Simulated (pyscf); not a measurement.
One addition across a multiple bond or ene-type step on the singlet surface with elements of a group swapped. CCSD(T)/def2-TZVPP + ΔMP2(QZVPP), kcal/mol, from the separated reactants. Single points on ωB97X-D3(BJ)/def2-SVP structures (PySCF, gas phase). Correlated levels are frozen-core, on RHF or UHF. ΔMP2 is the change of the MP2 total energy from the triple- to the quadruple-zeta basis.

```json
[
 {"step": "`[Cl][Ga]=[Se]` + `[ClH]` → `[Cl][Ga]([Cl])[SeH]`", "barrier": "___", "reaction energy": "___", "imaginary mode (i cm⁻¹)": "325"},
 {"step": "`[S]=[Ga][Cl]` + `[ClH]` → `[SH][Ga]([Cl])[Cl]`", "barrier": "-3.0", "reaction energy": "-48.8", "imaginary mode (i cm⁻¹)": "259"}
]
```

Q: Some entries are withheld; supply them.

A: 
- `[Cl][Ga]=[Se]` + `[ClH]` → `[Cl][Ga]([Cl])[SeH]`, barrier: -1.7
- `[Cl][Ga]=[Se]` + `[ClH]` → `[Cl][Ga]([Cl])[SeH]`, reaction energy: -42.2

Row 1: On the reactant side the descent ends in a complex, 7.3 kcal/mol under the separated species and 3.1 kcal/mol under the saddle at ωB97X-D3(BJ)/def2-TZVP. Row 2: On the reactant side the descent ends in a complex, 7.7 kcal/mol under the separated species and 2.0 kcal/mol under the saddle at ωB97X-D3(BJ)/def2-TZVP. Each row is the saddle that its search found. The CCSD(T) − MP2 part came from Ansatz, without density fitting, on the same reference. The frozen core leaves the outer d or s,p core shells of the metals and heavy elements correlated in the MP2 and CC values, and def2-TZVPP describes them poorly, which can shift differences by a few kcal/mol. Elements up to Kr have no core potential and no relativistic terms here.
